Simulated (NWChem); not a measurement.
# doublet C2H6S+ at 4 levels

Aim: a comparison of 4 runs (U-wB97X/cc-pVDZ, UB2PLYP/cc-pVDZ, UCAM-B3LYP/cc-pVDZ, UMP3/cc-pVDZ) of doublet C2H6S+. 

The results are computed with NWChem 7.3.0.

## (1) The structure to begin with

C2H6S+ has 9 atoms, charge +1, and is taken as a doublet. As SMILES of the parent species, `CSC`. Geometry: relaxed at PBE0-D4/def2-TZVP. That shape belongs to the parent species and isn't relaxed for this state.

Bond lengths: C1–S2 1.795 Å, S2–C3 1.795 Å, C1–H4 1.092 Å, C1–H5 1.090 Å, C1–H6 1.092 Å, C3–H7 1.092 Å, C3–H8 1.090 Å, C3–H9 1.092 Å. Some angles: C1–S2–C3 99.4°, S2–C1–H4 111.2°, S2–C1–H5 107.2°, S2–C1–H6 111.2°, S2–C3–H7 111.2°, S2–C3–H8 107.2°, S2–C3–H9 111.2°, H4–C1–H5 108.7°, H4–C1–H6 109.7°, H5–C1–H6 108.7°.

## (2) A single-point energy at U-wB97X/cc-pVDZ (run 1)

Contents of geom.nw:

```
start geom
memory stack 880 mb heap 220 mb global 1100 mb
charge 1
geometry noautosym nocenter noautoz
 C    -0.474900    1.046900   -0.732500
 S     0.826500   -0.185400   -0.836000
 C     0.522600   -1.063400    0.700100
 H    -1.461300    0.579200   -0.706700
 H    -0.404700    1.666000   -1.627400
 H    -0.347400    1.684100    0.145100
 H    -0.474300   -1.508800    0.710500
 H     1.262800   -1.861300    0.767400
 H     0.639300   -0.403800    1.562500
end
basis spherical bse
 C library cc-pVDZ
 S library cc-pVDZ
 H library cc-pVDZ
end
dft
 xc wb97x
 mult 2
 grid xfine
 convergence energy 1e-08
 maxiter 100
 mulliken
 print medium
end
task dft energy
```

The run is started by

```bash
$ nwchem geom.nw > geom.out
```

What it wrote:

```text
[...]
          Wavefunction type:  spin polarized.
          No. of atoms     :     9
          No. of electrons :    33
[...]
          Charge           :     1
          Spin multiplicity:     2
[...]
          AO basis - number of functions:    76
[...]
              XC Information
              --------------
                       wb97x  Method XC Functional
                     Hartree-Fock (Exact) Exchange  1.000
                         wb97x Exchange Functional  1.000
                      wb97x Correlation Functional  1.000
[...]
 d= 0,ls=0.0,diis     1   -477.5983995598 -5.89D+02  4.03D-03  1.73D-01     6.9
[...]
 d= 0,ls=0.0,diis    11   -477.6689655566 -1.81D-09  2.71D-07  6.91D-11    74.9
[...]
         Total DFT energy =     -477.668965556577
      One electron energy =     -867.972407194585
           Coulomb energy =      317.356892044119
    Exchange-Corr. energy =      -38.450524372465
 Nuclear repulsion energy =      111.397073966355
[...]
      Total Density - Mulliken Population Analysis
     ---------------------------------------------
    Atom       Charge   Shell Charges
 -----------   ------   -------------------------------------------------------
    1 C    6     6.20   2.01  0.66  0.48  2.10  0.92  0.04
    2 S   16    15.51   2.00  2.03  0.99  0.85  6.01  2.28  1.23  0.13
    3 C    6     6.20   2.01  0.66  0.48  2.10  0.92  0.04
    4 H    1     0.85   0.71  0.10  0.03
    5 H    1     0.85   0.72  0.10  0.03
    6 H    1     0.85   0.71  0.10  0.03
    7 H    1     0.85   0.71  0.10  0.03
    8 H    1     0.85   0.72  0.10  0.03
    9 H    1     0.85   0.71  0.10  0.03
[...]
      <S2> =      0.7544 (Exact =     0.7500)
[...]
```

Run time: 76 s. Hardware: 1 thread of INTEL XEON PLATINUM 8581C at 2.30GHz (Emerald Rapids), shared host; peak memory 0.14 GiB.

## (3) The energy at UB2PLYP/cc-pVDZ (run 2)

Contents of mymol.nw:

```
start mymol
memory stack 880 mb heap 220 mb global 1100 mb
charge 1

geometry units au noautosym nocenter noautoz
  C     -0.89743094     1.97835428    -1.38422439
  S      1.56185864    -0.35035522    -1.57981104
  C      0.98757087    -2.00953476     1.32299726
  H     -2.76145679     1.09452937    -1.33546945
  H     -0.76477216     3.14828372    -3.07534030
  H     -0.65649086     3.18248777     0.27419926
  H     -0.89629710    -2.85121878     1.34265041
  H      2.38634615    -3.51734724     1.45017583
  H      1.20810191    -0.76307141     2.95269707
end

basis spherical bse
  C library cc-pVDZ
  S library cc-pVDZ
  H library cc-pVDZ
end

dft
  xc hfexch 0.53 becke88 0.47 lyp 0.73 mp2 0.27
  dftmp2 semidirect
  mult 2
  grid xfine
  convergence energy 1e-08
  maxiter 100
  mulliken
end

mp2
  freeze core 7
end

task dft energy
```

The run is started by

```bash
$ nwchem mymol.nw > mymol.out
```

What it wrote:

```text
[...]
          Wavefunction type:  spin polarized.
          No. of atoms     :     9
          No. of electrons :    33
[...]
          Charge           :     1
          Spin multiplicity:     2
[...]
          AO basis - number of functions:    76
[...]
              XC Information
              --------------
                     Hartree-Fock (Exact) Exchange  0.530
                    Becke 1988 Exchange Functional  0.470
              Lee-Yang-Parr Correlation Functional  0.730
[...]
 d= 0,ls=0.0,diis     1   -477.2466941624 -5.89D+02  4.38D-03  1.53D-01     4.8
[...]
 d= 0,ls=0.0,diis    11   -477.3226988411 -2.66D-09  3.12D-07  9.13D-11    49.0
[...]
         Total DFT energy =     -477.322698841068
      One electron energy =     -867.871265243793
           Coulomb energy =      317.273220441002
    Exchange-Corr. energy =      -38.121719965591
 Nuclear repulsion energy =      111.397065927313
[...]
      Total Density - Mulliken Population Analysis
     ---------------------------------------------
    Atom       Charge   Shell Charges
 -----------   ------   -------------------------------------------------------
    1 C    6     6.18   2.01  0.67  0.47  2.07  0.91  0.04
    2 S   16    15.50   2.00  2.02  1.01  0.84  6.00  2.25  1.25  0.13
    3 C    6     6.18   2.01  0.67  0.47  2.07  0.91  0.04
    4 H    1     0.86   0.72  0.11  0.03
    5 H    1     0.86   0.72  0.10  0.03
    6 H    1     0.86   0.72  0.11  0.03
    7 H    1     0.86   0.72  0.11  0.03
    8 H    1     0.86   0.72  0.10  0.03
    9 H    1     0.86   0.72  0.11  0.03
[...]
      <S2> =      0.7565 (Exact =     0.7500)
[...]
  Basis functions       =     76
[...]
```

It took 55 s on 1 thread of INTEL XEON PLATINUM 8581C at 2.30GHz (Emerald Rapids), shared host; peak memory 0.19 GiB.

## (4) The energy at UCAM-B3LYP/cc-pVDZ (run 3)

Contents of c2h6s.nw:

```
start c2h6s
memory 2200 mb
charge 1

geometry units angstroms noautosym nocenter noautoz
  C       -0.474900       1.046900      -0.732500
  S        0.826500      -0.185400      -0.836000
  C        0.522600      -1.063400       0.700100
  H       -1.461300       0.579200      -0.706700
  H       -0.404700       1.666000      -1.627400
  H       -0.347400       1.684100       0.145100
  H       -0.474300      -1.508800       0.710500
  H        1.262800      -1.861300       0.767400
  H        0.639300      -0.403800       1.562500
end

basis spherical bse
  * library cc-pVDZ
end

dft
  xc xcamb88 1.00 lyp 0.81 vwn_5 0.19 hfexch 1.00
  cam 0.33 cam_alpha 0.19 cam_beta 0.46
  mult 2
  grid xfine
  convergence energy 1e-08
  direct
  maxiter 100
  mulliken
  noprint "final vectors analysis"
end

task dft energy
```

The run is started by

```bash
$ nwchem c2h6s.nw > c2h6s.out
```

What it wrote:

```text
[...]
          Wavefunction type:  spin polarized.
          No. of atoms     :     9
          No. of electrons :    33
[...]
          Charge           :     1
          Spin multiplicity:     2
[...]
          AO basis - number of functions:    76
[...]
              XC Information
              --------------
                     Hartree-Fock (Exact) Exchange  1.000
                   CAM-Becke88 Exchange Functional  1.000
                      VWN V Correlation Functional  0.190 local
              Lee-Yang-Parr Correlation Functional  0.810
[...]
 d= 0,ls=0.0,diis     1   -477.5799733865 -5.89D+02  4.32D-03  1.79D-01     6.1
[...]
 d= 0,ls=0.0,diis    11   -477.6482361692 -1.74D-09  1.48D-07  2.16D-11    66.4
[...]
         Total DFT energy =     -477.648236169233
      One electron energy =     -867.987935572003
           Coulomb energy =      317.368829723715
    Exchange-Corr. energy =      -38.426204287301
 Nuclear repulsion energy =      111.397073966355
[...]
      Total Density - Mulliken Population Analysis
     ---------------------------------------------
    Atom       Charge   Shell Charges
 -----------   ------   -------------------------------------------------------
    1 C    6     6.18   2.01  0.66  0.46  2.12  0.89  0.04
    2 S   16    15.51   2.00  2.03  1.01  0.83  6.01  2.27  1.24  0.13
    3 C    6     6.18   2.01  0.66  0.46  2.12  0.89  0.04
    4 H    1     0.85   0.71  0.12  0.03
    5 H    1     0.86   0.71  0.12  0.03
    6 H    1     0.85   0.71  0.12  0.03
    7 H    1     0.85   0.71  0.12  0.03
    8 H    1     0.86   0.71  0.12  0.03
    9 H    1     0.85   0.71  0.12  0.03
[...]
      <S2> =      0.7539 (Exact =     0.7500)
[...]
```

Wall time 67 s (1 thread of INTEL XEON PLATINUM 8581C at 2.30GHz (Emerald Rapids), shared host); peak memory 0.14 GiB.

## (5) A single-point energy at UMP3/cc-pVDZ (run 4)

Contents of run.py:

```python
from ase import Atoms
from ase.calculators.nwchem import NWChem

mol = Atoms(['C', 'S', 'C', 'H', 'H', 'H', 'H', 'H', 'H'], positions=[
    [-0.474900, 1.046900, -0.732500],
    [0.826500, -0.185400, -0.836000],
    [0.522600, -1.063400, 0.700100],
    [-1.461300, 0.579200, -0.706700],
    [-0.404700, 1.666000, -1.627400],
    [-0.347400, 1.684100, 0.145100],
    [-0.474300, -1.508800, 0.710500],
    [1.262800, -1.861300, 0.767400],
    [0.639300, -0.403800, 1.562500],
])

calc = NWChem(
    label='input',
    theory='tce',
    memory='2200 mb',
    basis='cc-pVDZ',
    basispar='spherical bse',
    charge=1,
    scf={'nopen': '1', 'uhf': None, 'thresh': '1e-08', 'maxiter': '80'},
    tce={'scf': None, 'mbpt3': None, 'freeze': 'core 7', 'maxiter': '60'},
    task='energy',
)
mol.calc = calc

print(f"energy = {mol.get_potential_energy():.6f} eV")
```

The run is started by

```bash
$ export ASE_NWCHEM_COMMAND="nwchem PREFIX.nwi > PREFIX.nwo"
$ python run.py
```

What it wrote:

```text
energy = -12977.627578 eV
```

The calculator wrote input.nwi:

```
title "input"

permanent_dir input

scratch_dir input

start input

geometry units angstrom nocenter noautosym noautoz
  C  -4.7489999999999999e-01 1.0468999999999999e+00 -7.3250000000000004e-01
  S  8.2650000000000001e-01 -1.8540000000000001e-01 -8.3599999999999997e-01
  C  5.2259999999999995e-01 -1.0633999999999999e+00 7.0009999999999994e-01
  H  -1.4613000000000000e+00 5.7920000000000005e-01 -7.0669999999999999e-01
  H  -4.0470000000000000e-01 1.6659999999999999e+00 -1.6274000000000000e+00
  H  -3.4739999999999999e-01 1.6840999999999999e+00 1.4510000000000001e-01
  H  -4.7430000000000000e-01 -1.5087999999999999e+00 7.1050000000000002e-01
  H  1.2627999999999999e+00 -1.8613000000000000e+00 7.6739999999999997e-01
  H  6.3929999999999998e-01 -4.0379999999999999e-01 1.5625000000000000e+00
end

charge 1

memory 2200 mb

basis spherical bse noprint
   * library cc-pVDZ
end

scf
  nopen 1
  uhf
  thresh 1e-08
  maxiter 80
end
tce
  scf
  mbpt3
  freeze core 7
  maxiter 60
end

task tce energy
```

input.nwo:

```text
Northwest Computational Chemistry Package (NWChem) 7.3.0
             --------------------------------------------------------

           Job information
           ---------------

    nwchem branch   = 7.3.0
    use scalapack   = T
    input           = input.nwi
    prefix          = input.
    data base       = input/input.db
    status          = startup
    nproc           =        1

           Memory information
           ------------------

    heap     =     72089594 doubles =      550.0 Mbytes
    stack    =     72089599 doubles =      550.0 Mbytes
    global   =    144179200 doubles =     1100.0 Mbytes (distinct from heap & stack)
    total    =    288358393 doubles =     2200.0 Mbytes
    verify   = yes
    hardfail = no

[... 37 lines left out ...]
            Nuclear Dipole moment (a.u.)
[... 89 lines left out ...]
 1-e energy   =    -848.443301
[... 7 lines left out ...]
         Quadratically convergent UHF
[... 15 lines left out ...]
       Final UHF  results
[... 3 lines left out ...]
      One electron energy =   -867.573827514165
[... 1 line left out ...]
 Nuclear repulsion energy =    111.397073966355
[... 39 lines left out ...]
          Final beta eigenvalues
[... 235 lines left out ...]
                     UHF Final Beta Molecular Orbital Analysis
[... 397 lines left out ...]
 MBPT(2) total energy / hartree       =      -476.875816442679422
[... 1 line left out ...]
 MBPT(3) iterations
 --------------------------------------------------------
 Iter          Residuum       Correlation     Cpu    Wall
 --------------------------------------------------------
    1   0.1861453623547   0.0000000000000     0.3     0.3
    2   0.0000000000097  -0.0432043985745     0.3     0.3
 --------------------------------------------------------
 Iterations converged
 MBPT(3) correlation energy / hartree =        -0.043204398574539
 MBPT(3) total energy / hartree       =      -476.919020841253996

 Task  times  cpu:       33.5s     wall:       33.5s
 Total times  cpu:       33.6s     wall:       33.6s
```

It took 35 s on 1 thread of INTEL XEON PLATINUM 8581C at 2.30GHz (Emerald Rapids), shared host; peak memory 0.95 GiB.

## (6) Overview of the runs

| run | level | frozen core orbitals | integration grid | energy (Eh) | HOMO energy (eV) | LUMO energy (eV) | ⟨S²⟩ | wall time |
| --- | --- | --- | --- | --- | --- | --- | --- | --- |
| 1 | U-wB97X/cc-pVDZ | – | xfine | -477.668966 | -17.36 | -8.78 | 0.754 | 76 s |
| 2 | UB2PLYP/cc-pVDZ | 7 | xfine | -477.455640 | -16.26 | -9.33 | 0.756 | 55 s |
| 3 | UCAM-B3LYP/cc-pVDZ | – | xfine | -477.648236 | – | – | 0.754 | 67 s |
| 4 | UMP3/cc-pVDZ | 7 | – | -476.919021 | -18.59 | -6.33 | 0.763 | 35 s |

## (7) Outcome

```
                                                         quantity          value
                                              run 4: total energy  -476.91902 Eh
run 4: HOMO energy (Hartree–Fock orbitals) (highest over α and β)      -18.59 eV
 run 4: LUMO energy (Hartree–Fock orbitals) (lowest over α and β)       -6.33 eV
               run 4: correlation energy (7 core orbitals frozen)     -441.8 mEh
                         run 4: ⟨S²⟩ of the reference determinant          0.763
```

What this shows: Totals of different functionals can't be ranked against each other. All runs together took 3.9 min, the longest 76 s.
